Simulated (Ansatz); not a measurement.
# AlH2+ (triplet): wave-function methods side by side at distance Al1–H2 = 3.231 Å, cc-pVQZ

Aim: climb from Hartree-Fock through coupled cluster and multireference methods for AlH2+ (triplet) at one geometry and basis, and see what each rung misses.

The runs use Ansatz 0.2.0, Gaussian basis; cc-pVQZ, core rule «outside noble gas», up to 5 orbitals frozen.

Plan: UHF; CCSD(T) on ROHF; CCSD(T) on UHF; BCCD(T) on ROHF; CCSDT(Q) on ROHF; CCSDT(Q) on UHF; CASSCF and MRCISD+Q, 4 electrons in 6 orbitals; CASSCF and NEVPT2, 4 electrons in 6 orbitals; Full CI.

4 further runs of the same task are left out: 4 for a known fault of the program. Runs told in other sessions of the task aren't counted.

## Step 1: The system

The geometry derives from a PBE0/def2-TZVP stationary point (not a proven minimum). One bond is set to the value named and the two fragments are kept rigid.

3 atoms, charge 1, spin multiplicity 3.

Atoms are counted from 1 here; the program's logs count them from 0.

Bond lengths: Al1–H3 1.722 Å.

## Step 2: UHF

in.yaml

```yaml
crystal:
  periodic: [false, false, false]
  atoms:
    - {symbol: Al, position_ang: [0.000000, -0.027394, -0.146817]}
    - {symbol: H, position_ang: [0.000000, 1.660288, 2.608376]}
    - {symbol: H, position_ang: [0.000000, -0.926973, 1.321774]}
basis:
  gaussian: {orbitals: cc-pVQZ}
total_charge: 1
magnetization: {spin_polarized: true, initial_magnetization: 2}
hamiltonian: {xc: hf}
output: {orbitals: {seedname: orbitals}}
```

The run is started by

```sh
$ ansatz run in.yaml --threads 1 --pin off --events-out ev --progress --plain --max-ram 4096MiB --backend cpu
```

The runs that follow: CCSD(T) on ROHF; CCSD(T) on UHF; BCCD(T) on ROHF; CCSDT(Q) on ROHF; CCSDT(Q) on UHF; CASSCF and MRCISD+Q, 4 electrons in 6 orbitals; CASSCF and NEVPT2, 4 electrons in 6 orbitals; Full CI.

**Question.** What will the summary of the whole plan be? Wanted: FCI from the RHF energy; RMP2 from FCI; UMP2 from FCI; RCCSD from FCI; RCCSD(T) from FCI; UCCSD(T) from FCI; RCCSDT(Q) from FCI; UCCSDT(Q) from FCI; NEVPT2 valence from FCI.

The runs gave:

| quantity | value |
| --- | --- |
| FCI from the ROHF energy | -1.5373 eV |
| RMP2 from FCI | +9.69 kcal/mol |
| UMP2 from FCI | +9.02 kcal/mol |
| RCCSD from FCI | +0.88 kcal/mol |
| RCCSD(T) from FCI | +0.20 kcal/mol |
| UCCSD(T) from FCI | +0.15 kcal/mol |
| RCCSDT(Q) from FCI | 0.00 kcal/mol |
| UCCSDT(Q) from FCI | -0.03 kcal/mol |
| NEVPT2 valence from FCI | +3.82 kcal/mol |
| MRCISD+Q valence from FCI | +0.21 kcal/mol |
| levels within 1 kcal/mol (43 meV) | RCCSD, UCCSD, RCCSD(T), UCCSD(T), BCCD(T), RCCSDT, UCCSDT, RCCSDT(Q), UCCSDT(Q), MRCISD valence, MRCISD+Q valence |
| T1 diagnostic | 0.050 |
| effectively unpaired electrons | 2.03 |

What this shows: RCCSD(T) lands +0.20 kcal/mol from the yardstick (0.6 % of the correlation energy). The occupations are near whole numbers, but T1 = 0.050 shows that the orbitals relax strongly. Of the multireference levels listed MRCISD+Q valence comes nearest in total energy (+0.21 kcal/mol), which doesn't show that its space is the better one. These misses are within one basis, not against nature; the frozen cores of restricted and unrestricted runs differ, which can shift their rows.

Levels on UHF freeze UHF's core orbitals, full CI those of ROHF, so the U rows can settle a little off it for that reason alone.
